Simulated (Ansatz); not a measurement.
# AlPH₄ (quintet): the correlation ladder, cc-pVDZ

Aim: climb from Hartree-Fock through coupled cluster and multireference methods for AlPH₄ (quintet) at one geometry and basis, and see what each rung misses.

Method: cc-pVDZ, core rule «outside noble gas», up to 10 orbitals frozen; program: Ansatz 0.2.0, Gaussian basis.

Plan: UHF; CCSD(T) on ROHF; CCSD(T) on UHF; BCCD(T) on ROHF; CISD as a restricted active space (open shells left free, so some higher excitations enter); CCSDT(Q) on ROHF; CCSDT(Q) on UHF; CASSCF and NEVPT2, 10 electrons in 11 orbitals.

21 further runs of the same task are left out: 1 for a known fault of the program, 7 that didn't finish, 13 set aside as unsound or not needed. Runs told in other sessions of the task aren't counted.

## (1) The system

The geometry is a PBE0/def2-TZVP stationary point (not a proven minimum) of the parent state, kept for this charge and spin.

6 atoms, charge 0, spin multiplicity 5.

Atoms are counted from 1 here; the program's logs count them from 0.

Bond lengths: Al1–P2 2.445 Å, Al1–H3 1.666 Å, Al1–H4 1.595 Å, P2–H5 1.414 Å, P2–H6 1.417 Å. Angles: P2–Al1–H3 66.0°, P2–Al1–H4 109.9°, H3–Al1–H4 114.4°, Al1–P2–H5 105.2°, Al1–P2–H6 111.3°, H5–P2–H6 96.4°.

As a file:

```xyz
6
AlH4P
Al    0.03557   -0.09937    1.31420
P     0.05638    0.10179   -1.12192
H    -1.21192   -0.90341    0.55779
H    -0.37930    1.29401    1.97040
H     0.14738   -1.22433   -1.60367
H    -1.24086    0.36565   -1.62792
```

## (2) UHF

in.yaml

```yaml
crystal:
  periodic: [false, false, false]
  atoms:
    - {symbol: Al, position_ang: [0.035572, -0.099368, 1.314200]}
    - {symbol: P, position_ang: [0.056378, 0.101792, -1.121922]}
    - {symbol: H, position_ang: [-1.211925, -0.903411, 0.557786]}
    - {symbol: H, position_ang: [-0.379300, 1.294008, 1.970397]}
    - {symbol: H, position_ang: [0.147375, -1.224328, -1.603666]}
    - {symbol: H, position_ang: [-1.240858, 0.365653, -1.627923]}
basis:
  gaussian: {orbitals: cc-pVDZ}
magnetization: {spin_polarized: true, initial_magnetization: 4}
hamiltonian: {xc: hf}
output: {orbitals: {seedname: orbitals}}
```

Started as:

```sh
$ ansatz run in.yaml --threads 1 --pin off --events-out ev --progress --plain --max-ram 2393MiB
```

After this run come: CCSD(T) on ROHF; CCSD(T) on UHF; BCCD(T) on ROHF; CISD as a restricted active space (open shells left free, so some higher excitations enter); CCSDT(Q) on ROHF; CCSDT(Q) on UHF; CASSCF and NEVPT2, 10 electrons in 11 orbitals.

Q: Predict the results of all the runs planned. Wanted: UCCSDT(Q) from the RHF energy; RMP2 from UCCSDT(Q); UMP2 from UCCSDT(Q); RCCSD from UCCSDT(Q); RCCSD(T) from UCCSDT(Q); UCCSD(T) from UCCSDT(Q); RCCSDT(Q) from UCCSDT(Q); NEVPT2 valence from UCCSDT(Q); T1 diagnostic.

As calculated:

| quantity | value |
| --- | --- |
| UCCSDT(Q) from the ROHF energy | -6.1023 eV |
| RMP2 from UCCSDT(Q) | +131.8 kJ/mol |
| UMP2 from UCCSDT(Q) | +139.9 kJ/mol |
| RCCSD from UCCSDT(Q) | +24.4 kJ/mol |
| RCCSD(T) from UCCSDT(Q) | +5.6 kJ/mol |
| UCCSD(T) from UCCSDT(Q) | +6.9 kJ/mol |
| RCCSDT(Q) from UCCSDT(Q) | -0.1 kJ/mol |
| NEVPT2 valence from UCCSDT(Q) | +119.2 kJ/mol |
| levels within 1 kcal/mol (43 meV) | RCCSDT, UCCSDT, RCCSDT(Q) |
| T1 diagnostic | 0.036 |
| effectively unpaired electrons | 4.03 |

What this shows: RCCSD(T) misses by +5.6 kJ/mol, 0.9 % of the correlation energy. One determinant dominates. Coupled cluster took another determinant than the lowest Hartree-Fock one. These misses are within one basis, not against nature; the frozen cores of restricted and unrestricted runs differ, which can shift their rows.

With open shells the CI space here admits some higher excitations, so it is larger than plain CISD.
